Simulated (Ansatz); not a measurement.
**[H···H···OH], doublet: transfer scan**

Starting geometry:

```xyz
4

H    -2.0456    0.0498    0.0000
H    -1.3006    0.0498    0.0000
O     0.1834    0.0498    0.0000
H     0.4352   -0.8901    0.0000
```

From there H2 is moved from one fragment to the other while all else, the fragments' distance too, stays fixed, so the hump isn't the reaction's barrier; atoms are numbered as listed. Energies are in kcal/mol, counted from the starting geometry at the same level. Kohn–Sham curves are unrestricted where that lies lower.

Basis 6-31G; Ansatz 0.2.0. Correlated methods freeze the noble-gas cores.

In so small a basis the reference is far from its limit while semilocal and hybrid functionals are nearer theirs (RPA and double hybrids share much of the reference's basis error), so the functionals' errors here hold much of the reference's basis and frozen-core error, which can add to them or hide them.

Full CI is exact within this basis and frozen core; it isn't the basis-set limit.

```csv
distance H1-H2 (Å),full CI,PBE,r2SCAN,PBE0,B3LYP,CAM-B3LYP,wB97X-V,wB97M-V,B2PLYP,RPA-PBE
0.693,0.8,2.8,2.0,1.9,1.8,1.8,1.5,1.4,1.2,1.1
0.745,0.0,0.0,0.0,0.0,0.0,0.0,0.0,0.0,0.0,0.0
0.816,1.6,-1.3,-0.3,0.1,0.1,0.3,0.7,0.6,0.9,1.0
0.886,4.0,-1.3,0.4,1.2,1.3,1.6,2.5,2.3,2.7,3.0
0.957,5.3,-1.3,0.8,1.9,2.2,2.5,3.8,3.3,3.7,4.5
1.027,4.4,-2.1,-0.1,1.2,1.9,2.0,3.5,2.8,2.9,4.5
1.098,1.3,-3.7,-2.1,-0.9,0.4,0.1,1.5,0.7,0.4,3.1
1.168,-2.4,-5.1,-4.1,-3.5,-1.4,-2.3,-1.2,-1.9,-2.6,1.0
1.239,-4.7,-5.0,-4.6,-4.8,-1.9,-3.4,-2.6,-3.1,-4.1,0.0
```

(1) Judged by the spread of the error over the points with a reference (largest less smallest), which of these follows full CI best and which worst?

Answers

(1) Subtracting the full CI column from each: best B2PLYP (errors from -1.6 to 0.6, spread 2.2 kcal/mol), worst PBE (from -6.6 to 2.0, spread 8.7 kcal/mol). Functionals and wave-function methods converge differently with the basis, so part of this is basis effect.
